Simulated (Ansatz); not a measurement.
# C2H4S: the cost of one run

Computed with Ansatz 0.2.0 (the levels named in each step, unless a step's input says otherwise).

## Step 1: The starting structure

Bond lengths: C1–C2 1.321 Å, C2–S3 1.752 Å, C1–H4 1.077 Å, C1–H5 1.076 Å, C2–H6 1.078 Å, S3–H7 1.333 Å. Angles: C1–C2–S3 125.7°, C1–C2–H6 123.1°, S3–C2–H6 111.2°, C2–C1–H4 122.2°, C2–C1–H5 121.0°, H4–C1–H5 116.9°, C2–S3–H7 96.5°.

Structure file:

```xyz
7

C    -1.5816    0.7025   -0.1402
C    -0.7421   -0.3172   -0.1150
S     0.9929   -0.2086    0.1056
H    -1.2512    1.7209   -0.0221
H    -2.6365    0.5473   -0.2812
H    -1.0574   -1.3418   -0.2317
H     1.0477    1.1184    0.2169
```

## Step 2: A rough first relaxation, PBE-D4/def2-SVP

This run stands in another session on the same molecule. It ended at:

```xyz
7

C    -1.6067    0.7164   -0.1419
C    -0.7241   -0.3010   -0.1114
S     1.0223   -0.2429    0.1087
H    -1.3016    1.7686   -0.0240
H    -2.6776    0.5117   -0.2892
H    -1.0667   -1.3434   -0.2341
H     1.1262    1.1120    0.2240
```

## Step 3: Relaxation, B2PLYP/def2-TZVPP

File input.yaml:

```yaml
crystal:
  periodic: [false, false, false]
  atoms:
    - { symbol: C, position_ang: [-1.60665247, 0.71642158, -0.1419073] }
    - { symbol: C, position_ang: [-0.72408896, -0.30095413, -0.11140296] }
    - { symbol: S, position_ang: [1.02232293, -0.24291151, 0.10873132] }
    - { symbol: H, position_ang: [-1.30160644, 1.76864316, -0.02397916] }
    - { symbol: H, position_ang: [-2.67763932, 0.51174132, -0.28921903] }
    - { symbol: H, position_ang: [-1.06670403, -1.34339206, -0.23406455] }
    - { symbol: H, position_ang: [1.1261983, 1.11198164, 0.22403168] }
basis:
  gaussian: { orbitals: def2-TZVPP }
hamiltonian:
  xc: { name: B2PLYP }
relax:
  f_tol: 0.002
  max_steps: 150
```

Launch:

```bash
$ ansatz run input.yaml --threads 4 --pin off --max-ram 10240MiB --backend cpu --events-out ev --progress --plain --runs-dir out
```

Q: Estimate wall time and peak memory on 4 threads of AMD EPYC 7R43 (Zen 3), shared host.

About 30 s, with a peak of 0.54 GiB.
